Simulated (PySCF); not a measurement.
## `CO[C@H](C)F`: 4 charge schemes on one density

Species: C₃H₇FO.
Structure used (GFN2-xTB), in Å, numbered top down from 1:
```
atom  x, y, z in Å
C1     1.8326    0.4489    0.0185
O2     0.4445    0.7047   -0.0859
C3    -0.3549   -0.3972    0.0728
C4    -1.8004   -0.0280   -0.1993
F5    -0.2491   -0.8678    1.3806
H6     2.1501   -0.2835   -0.7325
H7     2.3290    1.3994   -0.1604
H8     2.0907    0.0791    1.0147
H9    -0.0162   -1.2483   -0.5491
H10   -2.4409   -0.8793    0.0112
H11   -2.0780    0.8041    0.4415
H12   -1.9063    0.2672   -1.2382
```

Density: PBE0/pcSseg-1 (PySCF); schemes: Mulliken, IAO, Hirshfeld and ESP-fitted. One conformer (not necessarily the lowest) at the GFN2-xTB geometry, without solvent, vibrations or thermal averaging.

Task: Which atoms carry the lowest charge in the Mulliken, IAO, Hirshfeld and ESP-fitted schemes?

Result: The schemes don't all agree: Mulliken O2 (-0.495); IAO C4 (-0.440); Hirshfeld O2 (-0.137); ESP-fitted C4 (-0.610).

Task: At which atom do the 4 schemes differ most?

Result: At C4: from -0.610 (ESP-fitted) to -0.131 e (Hirshfeld), 0.479 e apart.

Task: What partial charge does each atom carry?

Result: In e:

```csv
atom,environment,Mulliken,IAO,Hirshfeld,ESP-fitted
C1,methoxy carbon,-0.035,-0.210,-0.040,-0.193
O2,ether oxygen,-0.495,-0.376,-0.137,-0.337
C3,sp3 C–F carbon,+0.350,+0.363,+0.129,+0.567
C4,methyl carbon,-0.254,-0.440,-0.131,-0.610
F5,alkyl fluorine,-0.349,-0.351,-0.135,-0.293
H6,methyl hydrogen,+0.093,+0.126,+0.040,+0.088
H7,methyl hydrogen,+0.125,+0.163,+0.054,+0.140
H8,methyl hydrogen,+0.115,+0.143,+0.040,+0.116
H9,methine hydrogen,+0.077,+0.110,+0.033,+0.012
H10,methyl hydrogen,+0.126,+0.156,+0.049,+0.169
H11,methyl hydrogen,+0.127,+0.161,+0.048,+0.184
H12,methyl hydrogen,+0.121,+0.156,+0.050,+0.158
```

Mean size of the charges over all atoms: ESP-fitted 0.239 e, IAO 0.230 e, Mulliken 0.189 e, Hirshfeld 0.074 e. Each set sums to the total charge, 0, to within 0.001 e. The Mulliken scheme counts on each atom the diagonal of the density matrix times the overlap matrix over that atom's basis functions.

Task: How many electrons does the Mulliken scheme count on O2?

Result: Z − q = 8 − (-0.495) ≈ 8.496.

Task: How closely do the schemes follow one another over all atoms?

Result: Correlation coefficient and root-mean-square difference: IAO with Hirshfeld 0.99, 0.172 e; Mulliken with Hirshfeld 0.97, 0.150 e; IAO with ESP-fitted 0.96, 0.086 e; Hirshfeld with ESP-fitted 0.95, 0.218 e; Mulliken with IAO 0.94, 0.085 e; Mulliken with ESP-fitted 0.89, 0.141 e.

Task: Sum the charges by element, for elements with more than one atom.

Result: 
```tsv
element	atoms	Mulliken	IAO	Hirshfeld	ESP-fitted
C	3	+0.061	-0.287	-0.042	-0.236
H	7	+0.783	+1.014	+0.314	+0.867
```
